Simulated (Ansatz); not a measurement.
**Active spaces for C3H3FO, singlet**

Program: Ansatz, Gaussian basis, development build. Basis cc-pVTZ, nonrelativistic, 5 orbitals frozen in the corrections. State-specific CASSCF; RHF is the lowest restricted (open-shell) Hartree–Fock solution met. Letters tell apart solutions met in one space. No symmetry is imposed, so a solution can break that of the shape. Lower solutions, or ones in other orbitals, may exist. On stretched bonds single-reference methods can fail or change state.

Geometry:

```xyz
8

C     0.0000   -1.6194   -0.9686
C     0.0000   -0.2813   -0.9989
C     0.0000    0.5491    0.2141
O     0.0000    1.7490    0.2691
F     0.0000   -0.1995    1.3573
H     0.0000   -2.1658   -0.0334
H     0.0000   -2.1970   -1.8860
H     0.0000    0.2763   -1.9290
```

CASSCF less RHF, in eV, and natural occupations:

```
    CAS  CASSCF             occupations
(4,4) a  -1.854  1.98, 1.95, 0.05, 0.02
(4,4) b  -1.564  1.94, 1.91, 0.10, 0.05
```

Task: What totals less RHF do the corrections give on each solution?

Result: 

```
    CAS  SC-NEVPT2
(4,4) a    -25.267
(4,4) b    -25.854
```

Task: In CAS(4,4), is the solution lowest in CASSCF also lowest after SC-NEVPT2?

Result: No: (4,4) b is lowest after SC-NEVPT2, 0.59 eV under (4,4) a, which leads in CASSCF.

Task: How do single-reference totals in the same basis and frozen core stand against SC-NEVPT2 in CAS(4,4) a?

Result: CCSD(T) -2.183 eV. Coupled cluster stands on the determinant that it favours, which can lie over the RHF solution above, and is in doubt where the occupations are far from 0, 1 and 2.

Task: Roughly how much CPU time does a whole run from the default start take (median of such runs, summed over threads; nearly all runs on one pinned thread of a shared server, mostly Xeon at 2.3 to 2.6 GHz, by a development driver)?

Result: CAS(4,4) b: about 1.9 min. Other jobs ran beside these, and the count of passes differs.
